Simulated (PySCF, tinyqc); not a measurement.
Inside a calculation. Method: RHF in the sto-3g basis, for LiH, spin multiplicity 1. The lowest restricted solution is unstable here: a spin-polarised one lies 0.0004 hartree lower (PySCF). One step of it, computed by the program tinyqc.

Problem. Iteration 3: diagonalisation and new density. Diagonalise F' = X^T F X, C = X C', fill 2 alpha and 2 beta electrons from the bottom; D = 2 C_occ C_occ^T. Each column has its largest component positive (the first on a tie).

extrapolated F (hartree):
```
,1Li 1s,1Li 2s,1Li 2px,1Li 2py,1Li 2pz,2H 1s
1Li 1s,-2.363064,-0.642996,-0.000196,-0.001825,0.014155,-0.063950
1Li 2s,-0.642996,-0.208440,0.000357,0.003332,-0.067499,-0.203966
1Li 2px,-0.000196,0.000357,0.161066,-0.000043,0.000681,0.000950
1Li 2py,-0.001825,0.003332,-0.000043,0.160671,0.006363,0.008866
1Li 2pz,0.014155,-0.067499,0.000681,0.006363,0.047373,-0.200255
2H 1s,-0.063950,-0.203966,0.000950,0.008866,-0.200255,-0.083876
```

X:
```
,1Li 1s,1Li 2s,1Li 2px,1Li 2py,1Li 2pz,2H 1s
1Li 1s,1.023448,-0.129954,0.000000,0.000000,-0.006635,0.018198
1Li 2s,-0.129954,1.061070,0.000000,0.000000,0.053227,-0.170990
1Li 2px,0.000000,0.000000,1.000000,0.000000,0.000000,0.000000
1Li 2py,0.000000,0.000000,0.000000,1.000000,0.000000,0.000000
1Li 2pz,-0.006635,0.053227,0.000000,0.000000,1.073993,-0.238702
2H 1s,0.018198,-0.170990,0.000000,0.000000,-0.238702,1.110852
```

Give: F' = X^T F X; orbital energies; coefficients C; D after iteration 3.

Solution.

F' = X^T F X (hartree):
```
,1,2,3,4,5,6
1,-2.3094,-0.3617,-0.0002,-0.0022,0.0118,0.0178
2,-0.3617,-0.0326,0.0003,0.0026,0.0061,-0.2068
3,-0.0002,0.0003,0.1611,0.0000,0.0005,0.0008
4,-0.0022,0.0026,0.0000,0.1607,0.0049,0.0077
5,0.0118,0.0061,0.0005,0.0049,0.1494,-0.2455
6,0.0178,-0.2068,0.0008,0.0077,-0.2455,0.0718
```

orbital energies (hartree): MO1 -2.3656, MO2 -0.2410, MO3 0.0716, MO4 0.1609, MO5 0.1611, MO6 0.4139

coefficients C:
```
,MO1,MO2,MO3,MO4,MO5,MO6
1Li 1s,0.9914,-0.1486,-0.2156,0.0012,0.0000,0.1150
1Li 2s,0.0335,0.4885,0.8007,-0.0078,0.0000,-0.5422
1Li 2px,0.0001,-0.0025,0.0028,0.1080,0.9941,0.0005
1Li 2py,0.0007,-0.0230,0.0266,0.9935,-0.1081,0.0042
1Li 2pz,-0.0045,0.3334,-0.5946,0.0273,0.0000,-0.8648
2H 1s,-0.0013,0.5890,-0.1857,0.0145,0.0000,0.9689
```

D after iteration 3:
```
,1Li 1s,1Li 2s,1Li 2px,1Li 2py,1Li 2pz,2H 1s
1Li 1s,2.0100,-0.0788,0.0009,0.0082,-0.1080,-0.1776
1Li 2s,-0.0788,0.4795,-0.0024,-0.0224,0.3254,0.5754
1Li 2px,0.0009,-0.0024,0.0000,0.0001,-0.0016,-0.0029
1Li 2py,0.0082,-0.0224,0.0001,0.0011,-0.0153,-0.0271
1Li 2pz,-0.1080,0.3254,-0.0016,-0.0153,0.2223,0.3928
2H 1s,-0.1776,0.5754,-0.0029,-0.0271,0.3928,0.6939
```
